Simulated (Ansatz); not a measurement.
# CH2ClF+ (doublet): energies up the ladder, part 2 of 2

Wanted for CH2ClF+ (doublet): energies up the ladder. Charge +1. Spin multiplicity 2.

Ansatz 0.2.0, Gaussian bases.

## 7. Single point, B3LYP-D4/def2-TZVPP

File input.yaml:

```yaml
crystal:
  periodic: [false, false, false]
  atoms:
    - { symbol: F, position_ang: [-1.37925709, 0.74352019, -0.06269554] }
    - { symbol: C, position_ang: [-0.72238546, -0.37046619, 0.05882573] }
    - { symbol: Cl, position_ang: [0.98944812, -0.21336238, 0.00636612] }
    - { symbol: H, position_ang: [-0.94693115, -0.91168145, 1.01597458] }
    - { symbol: H, position_ang: [-0.98116441, -1.12264016, -0.73284089] }
magnetization:
  spin_polarized: true
  initial_magnetization: 1
total_charge: 1
basis:
  gaussian: { orbitals: def2-TZVPP }
hamiltonian:
  xc: { name: B3LYP }
  dispersion: d4
```

Started as:

```console
$ ansatz run input.yaml --threads 4 --pin off --max-ram 10240MiB --backend cpu --events-out ev --progress --plain --runs-dir out
```

The log of the run:

```text
Warning: RAYON_NUM_THREADS=4 ignored (pool sized by the plan → 4); use --threads N
Engine: ansatz 0.2.0, x86_64-unknown-linux-gnu
Functional definition: B3LYP
  parameter a0 = 0.2
  parameter ax = 0.72
  parameter ac = 0.81
  exchange = (1 - a0 - ax)*slater_x + ax*b88_x + a0*exact_x
  correlation = (1 - ac)*vwn_rpa_c + ac*lyp_c
767 factors; their error is unknown
mean field evaluation 1: about -16290.0950 eV, gradient 5.3e1 eV
mean field evaluation 2: about -16246.9679 eV, gradient 1.2e2 eV
mean field evaluation 4: about -16299.5261 eV, gradient 1.0e1 eV
mean field evaluation 8: about -16299.9455 eV, gradient 6.7e-2 eV
mean field evaluation 16: about -16299.9723 eV, gradient 8.5e-5 eV
mean field -16299.97226368 eV, -599.0129321722 hartree, gradient 1.3e-5 eV, S^2 0.753441; 1 other end points of the search recorded, 0 dependent functions left out
reference -16299.97244523 eV, -599.0129388442 hartree; 17, 16 occupied and 115, 116 virtual orbitals, 767 factors
Total energy: -16300.05079997 eV, -599.0158183276 hartree
```

It took 3.1 s on 4 threads of Intel Xeon at 2.50GHz (Skylake/Cascade Lake), shared host; peak memory 0.25 GiB.

## 8. Single point, wB97M-V/def2-TZVPP

Edit input.yaml of step 7 so:

```diff
@@ -15,3 +15,2 @@
 hamiltonian:
-  xc: { name: B3LYP }
-  dispersion: d4
+  xc: { name: wB97M-V }
```

Started as:

```console
$ ansatz run input.yaml --threads 4 --pin off --max-ram 10240MiB --backend cpu --events-out ev --progress --plain --runs-dir out
```

The log of the run (excerpt; [...] marks lines left out):

```text
Warning: RAYON_NUM_THREADS=4 ignored (pool sized by the plan → 4); use --threads N
[...]
Functional definition: wB97M-V
[...]
  gx(w, u) = 1 - cx + cx01*u + cx10*w
  gss(w, u) = css00 + css04*u^4 + css10*w + css20*w^2 + css43*w^4*u^3
  gos(w, u) = cos00 + cos10*w + (cos20 + cos21*u)*w^2 + (cos60 + cos61*u)*w^6
[...]
      + integral(e_c_pw_mod_opposite_spin*gos(b97_w_opposite, b97_u_opposite)) + vv10(b, c)
764 factors; their error is unknown
147 factors; integrals over basis functions are off by at most 3.2e-5 eV
[...]
mean field -16297.53214041 eV, -598.9232592960 hartree, gradient 9.7e-6 eV, S^2 0.752931; 1 other end points of the search recorded, 0 dependent functions left out
reference -16297.53217030 eV, -598.9232603944 hartree; 17, 16 occupied and 115, 116 virtual orbitals, 764 factors
Total energy: -16297.53217030 eV, -598.9232603944 hartree
```

It took 14 s on 4 threads of Intel Xeon at 2.50GHz (Skylake/Cascade Lake), shared host; peak memory 0.48 GiB.

## 9. Single point, B2PLYP/def2-TZVPP

Edit input.yaml of step 8 so:

```diff
@@ -15,2 +15,2 @@
 hamiltonian:
-  xc: { name: wB97M-V }
+  xc: { name: B2PLYP }
```

Started as:

```console
$ ansatz run input.yaml --threads 4 --pin off --max-ram 10240MiB --backend cpu --events-out ev --progress --plain --runs-dir out
```

The log of the run (excerpt; [...] marks lines left out):

```text
Warning: RAYON_NUM_THREADS=4 ignored (pool sized by the plan → 4); use --threads N
[...]
Functional definition: B2PLYP
[...]
807 factors; integrals over basis functions are off by at most 8.5e-4 eV
[...]
mean field -16288.24660619 eV, -598.5820222074 hartree, gradient 4.3e-6 eV, S^2 0.757415; 2 other end points of the search recorded, 0 dependent functions left out
7 core orbitals not correlated: weight in the atoms' cores, before any rotation towards them, 1.000 or more for the frozen orbitals, at most 0.000 for the correlated occupied ones
reference -16288.24672000 eV, -598.5820263897 hartree; 10, 9 occupied and 115, 116 virtual orbitals, 807 factors
second order -19.18322600 eV of doubles, -0.00000000 eV of singles
Total energy: -16293.42619102 eV, -598.7723684390 hartree
```

Wall time 5.8 s (4 threads of Intel Xeon at 2.50GHz (Skylake/Cascade Lake), shared host); peak memory 0.27 GiB.

## 10. Single point, LDA/def2-TZVPP

Edit input.yaml of step 9 so:

```diff
@@ -15,2 +15,2 @@
 hamiltonian:
-  xc: { name: B2PLYP }
+  xc: lda
```

Started as:

```console
$ ansatz run input.yaml --threads 4 --pin off --max-ram 10240MiB --backend cpu --events-out ev --progress --plain --runs-dir out
```

The log of the run:

```text
Warning: RAYON_NUM_THREADS=4 ignored (pool sized by the plan → 4); use --threads N
[... 1 set-up line as earlier in the session ...]
Functional definition: SPW92
  exchange = slater_x
  correlation = pw_c
748 factors; their error is unknown
mean field evaluation 1: about -16217.7437 eV, gradient 6.1e1 eV
mean field evaluation 2: about -16123.3184 eV, gradient 1.6e2 eV
mean field evaluation 4: about -16229.3860 eV, gradient 2.6e1 eV
mean field evaluation 8: about -16232.0326 eV, gradient 1.0e-1 eV
mean field evaluation 16: about -16232.0136 eV, gradient 3.8e-4 eV
mean field evaluation 32: about -16230.6843 eV, gradient 2.9e-4 eV
mean field evaluation 64: about -16230.9818 eV, gradient 9.8e0 eV
mean field -16232.01363521 eV, -596.5154986399 hartree, gradient 2.4e-5 eV, S^2 0.750939; 6 other end points of the search recorded, 0 dependent functions left out
reference -16232.01365942 eV, -596.5154995298 hartree; 17, 16 occupied and 115, 116 virtual orbitals, 748 factors
Total energy: -16232.01365942 eV, -596.5154995298 hartree
```

It took 4.6 s on 4 threads of Intel Xeon at 2.50GHz (Skylake/Cascade Lake), shared host; peak memory 0.24 GiB.

## 11. Single point, PBE0-D4/def2-SVP

Edit input.yaml of step 10 so:

```diff
@@ -13,4 +13,5 @@
 basis:
-  gaussian: { orbitals: def2-TZVPP }
+  gaussian: { orbitals: def2-SVP }
 hamiltonian:
-  xc: lda
+  xc: pbe0
+  dispersion: d4
```

Started as:

```console
$ ansatz run input.yaml --threads 4 --pin off --max-ram 10240MiB --backend cpu --events-out ev --progress --plain --runs-dir out
```

The log of the run:

```text
Warning: RAYON_NUM_THREADS=4 ignored (pool sized by the plan → 4); use --threads N
[... 2 set-up lines as earlier in the session ...]
  parameter a = 0.25
[... 2 set-up lines as earlier in the session ...]
  exchange = (1 - a)*pbe_x(kappa = kappa, mu = beta*pi^2/3) + a*exact_x
[... 1 set-up line as earlier in the session ...]
541 factors; integrals over basis functions are off by at most 1.4e-3 eV
mean field evaluation 1: about -16275.7019 eV, gradient 4.2e1 eV
mean field evaluation 2: about -16249.7940 eV, gradient 8.9e1 eV
mean field evaluation 4: about -16282.2546 eV, gradient 6.1e0 eV
mean field evaluation 8: about -16282.5941 eV, gradient 5.9e-1 eV
mean field evaluation 16: about -16282.5962 eV, gradient 7.5e-4 eV
mean field -16282.59615538 eV, -598.3743719701 hartree, gradient 3.6e-5 eV, S^2 0.752692; 1 other end points of the search recorded, 0 dependent functions left out
reference -16282.59616906 eV, -598.3743724731 hartree; 17, 16 occupied and 39, 40 virtual orbitals, 541 factors
Total energy: -16282.63550516 eV, -598.3758180478 hartree
```

Wall time 1.6 s (4 threads of Intel Xeon at 2.50GHz (Skylake/Cascade Lake), shared host); peak memory 0.13 GiB.

## 12. Single point, PBE-D4/def2-SVP

Edit input.yaml of step 11 so:

```diff
@@ -15,3 +15,3 @@
 hamiltonian:
-  xc: pbe0
+  xc: pbe
   dispersion: d4
```

Started as:

```console
$ ansatz run input.yaml --threads 4 --pin off --max-ram 10240MiB --backend cpu --events-out ev --progress --plain --runs-dir out
```

The log of the run (excerpt; [...] marks lines left out):

```text
Warning: RAYON_NUM_THREADS=4 ignored (pool sized by the plan → 4); use --threads N
[... 6 set-up lines as earlier in the session ...]
617 factors; their error is unknown
mean field evaluation 1: about -16270.6654 eV, gradient 5.1e1 eV
mean field evaluation 2: about -16208.3041 eV, gradient 1.3e2 eV
mean field evaluation 4: about -16280.2133 eV, gradient 1.8e1 eV
mean field evaluation 8: about -16281.8629 eV, gradient 8.3e-2 eV
mean field evaluation 16: about -16281.8286 eV, gradient 1.9e-5 eV
mean field evaluation 32: about -16280.5643 eV, gradient 4.4e-3 eV
mean field evaluation 64: about -16279.8052 eV, gradient 5.4e0 eV
mean field -16281.82858896 eV, -598.3461644244 hartree, gradient 1.9e-5 eV, S^2 0.751226; 7 other end points of the search recorded, 0 dependent functions left out
reference -16281.82860750 eV, -598.3461651059 hartree; 17, 16 occupied and 39, 40 virtual orbitals, 617 factors
Total energy: -16281.87664753 eV, -598.3479305443 hartree
```

It took 3.7 s on 4 threads of Intel Xeon at 2.50GHz (Skylake/Cascade Lake), shared host; peak memory 0.13 GiB.

## 13. Single point, CCSD(T)/def2-TZVPP

Edit input.yaml of step 12 so:

```diff
@@ -13,5 +13,6 @@
 basis:
-  gaussian: { orbitals: def2-SVP }
-hamiltonian:
-  xc: pbe
-  dispersion: d4
+  gaussian: { orbitals: def2-TZVPP }
+correlation:
+  method: ccsd_t
+scf:
+  omitted_lower_state_checks: [cluster_reference]
```

Started as:

```console
$ ansatz run input.yaml --threads 4 --pin off --max-ram 10240MiB --backend cpu --events-out ev --progress --plain --runs-dir out
```

The log of the run (excerpt; [...] marks lines left out):

```text
Warning: RAYON_NUM_THREADS=4 ignored (pool sized by the plan → 4); use --threads N
[...]
Functional definition: HF
[...]
807 factors; integrals over basis functions are off by at most 8.5e-4 eV
[...]
mean field -16262.45029676 eV, -597.6340253213 hartree, gradient 2.8e-6 eV, S^2 0.763264; 6 other end points of the search recorded, 0 dependent functions left out
7 core orbitals not correlated: weight in the atoms' cores, before any rotation towards them, 1.000 or more for the frozen orbitals, at most 0.000 for the correlated occupied ones
reference -16262.45029676 eV, -597.6340253213 hartree; 10, 9 occupied and 115, 116 virtual orbitals, 807 factors
second order -15.61010437 eV of doubles, -0.00000000 eV of singles
cycle   1  -16.00184978 eV  change   -3.9e-1 eV  update   9.4e-2
[...]
cycle  13  -16.53848179 eV  change   -1.4e-7 eV  update   9.1e-6
perturbative correction -0.62421757 eV, -0.0229395726 hartree
Total energy: -16279.61299612 eV, -598.2647428895 hartree
Checks for a lower state left out: cluster_reference
```

It took 21 s on 4 threads of Intel Xeon at 2.50GHz (Skylake/Cascade Lake), shared host; peak memory 1.1 GiB.

## 14. Single point, CCSD(T)/def2-QZVPP

Edit input.yaml of step 13 so:

```diff
@@ -13,3 +13,3 @@
 basis:
-  gaussian: { orbitals: def2-TZVPP }
+  gaussian: { orbitals: def2-QZVPP.json }
 correlation:
```

Started as:

```console
$ ansatz run input.yaml --threads 4 --pin off --max-ram 10240MiB --backend cpu --events-out ev --progress --plain --runs-dir out
```

The log of the run (excerpt; [...] marks lines left out):

```text
Warning: RAYON_NUM_THREADS=4 ignored (pool sized by the plan → 4); use --threads N
[...]
[... 1 set-up line as earlier in the session ...]
[...]
1481 factors; integrals over basis functions are off by at most 6.3e-4 eV
[...]
mean field -16262.97643429 eV, -597.6533605189 hartree, gradient 1.3e-6 eV, S^2 0.763712; 6 other end points of the search recorded, 0 dependent functions left out
7 core orbitals not correlated: weight in the atoms' cores, before any rotation towards them, 1.000 or more for the frozen orbitals, at most 0.000 for the correlated occupied ones
reference -16262.97643429 eV, -597.6533605189 hartree; 10, 9 occupied and 227, 228 virtual orbitals, 1481 factors
second order -16.99512760 eV of doubles, -0.00000000 eV of singles
cycle   1  -17.23372609 eV  change   -2.4e-1 eV  update   9.5e-2
[...]
cycle  13  -17.78228439 eV  change   -2.7e-6 eV  update   1.0e-5
perturbative correction -0.72233149 eV, -0.0265451928 hartree
Total energy: -16281.48105018 eV, -598.3333926099 hartree
Checks for a lower state left out: cluster_reference
```

It took 2.7 min on 4 threads of Intel Xeon at 2.50GHz (Skylake/Cascade Lake), shared host; peak memory 7.6 GiB.

## 15. Extrapolation to the basis-set limit

CCSD(T)/CBS estimate, frozen core: CCSD(T) correlation extrapolated, from def2-TZVPP and def2-QZVPP: mean field -16263.0489 eV, total -16282.5475 eV. The exponents are 7.88 (mean field) and 2.97 (correlation).

## 16. Geometries side by side

| level | F1–C2 (Å) | C2–Cl3 (Å) | rotational constants (MHz) | highest frequency (cm⁻¹) | CPU time |
| --- | --- | --- | --- | --- | --- |
| PBE0-D4/def2-TZVPP | 1.2989 | 1.7198 | 46995, 5822.4, 5352.2 | 2794 | 69 s |

Constants are for the commonest isotopes at the equilibrium geometry; times are CPU times of the relaxations.

## 17. Total energies

| level | energy (eV) | CPU time |
| --- | --- | --- |
| PBE-D4/def2-TZVPP | -16290.8336 | 24 s |
| r2SCAN-D4/def2-TZVPP | -16297.0733 | 23 s |
| B3LYP-D4/def2-TZVPP | -16300.0508 | 9.6 s |
| wB97M-V/def2-TZVPP | -16297.5322 | 49 s |
| B2PLYP/def2-TZVPP | -16293.4262 | 19 s |
| LDA/def2-TZVPP | -16232.0137 | 13 s |
| PBE0-D4/def2-SVP | -16282.6355 | 4.7 s |
| PBE-D4/def2-SVP | -16281.8766 | 11 s |
| CCSD(T)/def2-TZVPP | -16279.6130 | 73 s |
| CCSD(T)/def2-QZVPP | -16281.4811 | 9.9 min |
| CCSD(T)/CBS | -16282.5475 | - |

## 18. Results

This closing draws on all 2 parts.

```
                         quantity             value
      F1–C2 at PBE0-D4/def2-TZVPP           1.299 Å
     C2–Cl3 at PBE0-D4/def2-TZVPP           1.720 Å
frequencies at PBE0-D4/def2-TZVPP  418 to 2794 cm⁻¹
            energy at CCSD(T)/CBS     -16282.548 eV
```

In words: No mode is imaginary, so the geometry is a minimum. These totals serve in differences with atoms or fragments at the same level; alone they don't rank the methods.
